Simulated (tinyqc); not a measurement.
Pariser-Parr-Pople SCF with singles CI, for the molecule C=C(N)O (SMILES; centres numbered as the heavy atoms are written), step by step. One step of it, computed by the program tinyqc.

Problem. PPP integrals. Ohno: gamma = 14.399645/sqrt(R^2 + a^2), a = 2 x 14.399645/(gamma_rr + gamma_ss); H_rr = -W_r - sum_(s != r) z_s gamma_rs; H_rs = beta for bonds.

Centres (angstrom, eV; a flat drawing with bonds scaled to 1.40 angstrom):
```
centre          x          y  core charge z          W   gamma_rr
1C      -1.212000  -0.700000              1  11.350000   9.730000
2C       0.000000   0.000000              1  11.350000   9.730000
3N       1.212000  -0.700000              2  25.290000  19.310000
4O       0.000000   1.400000              2  30.160000  18.460000
```

Resonance integrals (eV):
```
i  j       beta
1  2  -2.390000
2  3  -2.100000
2  4  -2.330000
```

Give: repulsion gamma_rs; core matrix H.

Solution.

repulsion gamma_rs (eV):
```
        1C      2C       3N       4O
1C  9.7300  7.0693   5.4981   5.4729
2C  7.0693  9.7300   8.3946   8.3085
3N  5.4981  8.3946  19.3100   5.6653
4O  5.4729  8.3085   5.6653  18.4600
```

core matrix H (eV):
```
          1C        2C        3N        4O
1C  -40.3612   -2.3900    0.0000    0.0000
2C   -2.3900  -51.8254   -2.1000   -2.3300
3N    0.0000   -2.1000  -50.5133    0.0000
4O    0.0000   -2.3300    0.0000  -55.2720
```
